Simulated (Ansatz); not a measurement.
Relaxation of CH$_{5}$NSi (8 atoms, charge 0, multiplicity 1), to a largest force component of 0.015 eV/Å in at most 40 steps.

These are results of Ansatz, RKS B3LYP-D4/def2-SVP, not measurements.

```xyz
8
Properties=species:S:1:pos:R:3
C -0.837 0.481 -1.017
N -0.607 -0.596 -0.460
Si 0.592 -0.532 0.757
H -1.583 0.555 -1.820
H -0.412 1.492 -0.815
H 0.174 0.426 1.821
H 1.894 -0.011 0.157
H 0.871 -1.873 1.321
```

Where does it end, and by what steps?

The forces met the threshold. After 12 steps the energy has fallen by 0.291 eV; H5 moved furthest, 0.92 Å.

```
step  energy less start (eV)  largest force component (eV/Å)  accepted
   0                  0.0000                           2.220       yes
   1                 -0.1359                           1.027       yes
   2                 -0.1366                           1.142       yes
   3                 -0.1500                           1.159       yes
   4                 -0.1335                           0.790        no
   5                 -0.2035                           0.202       yes
   6                 -0.2160                           0.105       yes
   7                 -0.2327                           0.302       yes
   8                 -0.2436                           0.684       yes
   9                 -0.2837                           0.093       yes
  10                 -0.2874                           0.231       yes
  11                 -0.2905                           0.047       yes
  12                 -0.2906                           0.006       yes
```

```xyz
8
Properties=species:S:1:pos:R:3
C -0.874 0.502 -1.149
N -0.810 -0.226 -0.118
Si 0.612 -0.446 0.896
H -1.815 0.580 -1.727
H -0.028 1.104 -1.553
H 0.264 -0.007 2.275
H 1.799 0.333 0.409
H 0.944 -1.897 0.912
```

Time of the run: 30 s on 1 CPU thread of a shared host.
